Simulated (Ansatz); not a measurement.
**Molecular dynamics, step by step**

CH$_{5}$FSi, closed shell, PBE0-D4/def2-SVP (Ansatz 0.2.0). Settings (timestep in fs, temperature in K; T counts 18 degrees of freedom):

```yaml
hamiltonian: {xc: pbe0, dispersion: d4}
md: {n_steps: 80, timestep: 1.0, temperature: 700, ensemble: nve, seed: 986, initial_velocities: maxwell_boltzmann}
```

Start, the saddle point found with PBE0-D4 in triple zeta (not stationary at another level):

```xyz
8
angstrom
Si -0.9201 -0.1038 -0.2162
C 0.8185 -0.6324 0.2355
H -1.1974 1.0656 -1.4132
F -0.6400 1.7997 -0.7740
H -1.5628 0.1217 1.1232
H 1.4589 -0.7575 -0.6381
H 0.7720 -1.5890 0.7678
H 1.2711 0.0959 0.9150
```

| step | time (fs) | potential energy less the start (meV) | kinetic energy (meV) | T (K) |
| --- | --- | --- | --- | --- |
| 0 | 0.00 | 0.0 | 542.9 | 700 |
| 5 | 5.00 | 188.9 | 358.5 | 462 |
| 10 | 10.00 | -317.4 | 866.7 | 1117 |
| 15 | 15.00 | -2068.7 | 2604.4 | 3358 |
| 20 | 20.00 | -2209.6 | 2751.3 | 3548 |
| 25 | 25.00 | -1714.7 | 2255.6 | 2908 |
| 30 | 30.00 | -1145.3 | 1682.2 | 2169 |
| 35 | 35.00 | -809.5 | 1349.1 | 1740 |
| 40 | 40.00 | -1548.5 | 2092.1 | 2698 |
| 45 | 45.00 | -1536.4 | 2082.5 | 2685 |
| 50 | 50.00 | -2166.0 | 2692.0 | 3471 |
| 55 | 55.00 | -1337.2 | 1869.1 | 2410 |
| 60 | 60.00 | -444.0 | 998.3 | 1287 |
| 65 | 65.00 | -1926.1 | 2465.4 | 3179 |
| 70 | 70.00 | -2293.8 | 2838.3 | 3660 |
| 75 | 75.00 | -1538.2 | 2082.4 | 2685 |
| 80 | 80.00 | -821.1 | 1366.8 | 1762 |

Step 20, positions (Å) and forces (eV/Å):

```csv
atom,x,y,z,Fx,Fy,Fz
Si1,-0.882,0.064,-0.247,-1.356,-0.848,-1.765
C2,0.770,-0.703,0.204,0.693,0.499,-1.027
H3,-1.956,-0.943,-1.338,1.963,1.995,1.133
F4,-0.620,1.725,-0.709,-0.719,-3.040,0.896
H5,-1.735,-0.289,0.959,0.262,1.099,-0.067
H6,1.624,-0.782,-0.505,-0.793,-0.407,-0.376
H7,0.748,-1.581,0.855,-0.351,-0.196,-0.039
H8,1.183,0.103,0.778,0.302,0.899,1.246
```

Step 50, positions (Å) and forces (eV/Å):

| atom | x | y | z | Fx | Fy | Fz |
| --- | --- | --- | --- | --- | --- | --- |
| Si1 | -0.891 | 0.006 | -0.208 | -2.970 | 4.191 | -1.418 |
| C2 | 0.714 | -0.612 | 0.249 | 2.051 | -1.452 | -1.946 |
| H3 | -1.571 | -0.337 | -1.488 | 0.752 | -0.703 | -0.366 |
| F4 | -0.551 | 1.728 | -0.736 | -0.770 | -3.292 | 1.740 |
| H5 | -2.252 | -0.314 | 0.578 | 1.618 | 0.781 | 0.227 |
| H6 | 1.062 | -0.651 | -0.879 | 0.022 | -0.240 | 1.926 |
| H7 | 0.773 | -1.639 | 0.657 | -0.297 | 0.099 | -0.277 |
| H8 | 1.499 | -0.057 | 0.773 | -0.407 | 0.615 | 0.114 |

Step 70, positions (Å) and forces (eV/Å):

| atom | x | y | z | Fx | Fy | Fz |
| --- | --- | --- | --- | --- | --- | --- |
| Si1 | -0.962 | 0.125 | -0.296 | 2.825 | -3.483 | 3.742 |
| C2 | 0.789 | -0.689 | 0.144 | 0.743 | 1.943 | 1.837 |
| H3 | -1.731 | -0.576 | -1.230 | -1.195 | -0.495 | -1.586 |
| F4 | -0.533 | 1.577 | -0.640 | 0.034 | 2.828 | -0.948 |
| H5 | -1.553 | -0.017 | 1.131 | -0.123 | 0.439 | -0.998 |
| H6 | 1.841 | -0.549 | -0.356 | -2.170 | -0.731 | 0.309 |
| H7 | 0.763 | -1.459 | 0.954 | -0.090 | -0.971 | -1.356 |
| H8 | 0.940 | 0.021 | 1.031 | -0.025 | 0.471 | -1.001 |

Last step (80):

```
8
angstrom
Si -0.9435 0.0646 -0.3282
C 0.7577 -0.5681 0.1623
H -1.8370 -1.2891 -0.7122
F -0.5080 1.6025 -0.5689
H -1.7003 0.9128 0.7752
H 1.6942 -0.8915 -0.4764
H 0.3564 -1.6242 0.2832
H 1.1160 0.0856 1.0132
```

Hardware: 2 CPU threads of an Arm Neoverse V1, shared host. Wall time about 90 s.
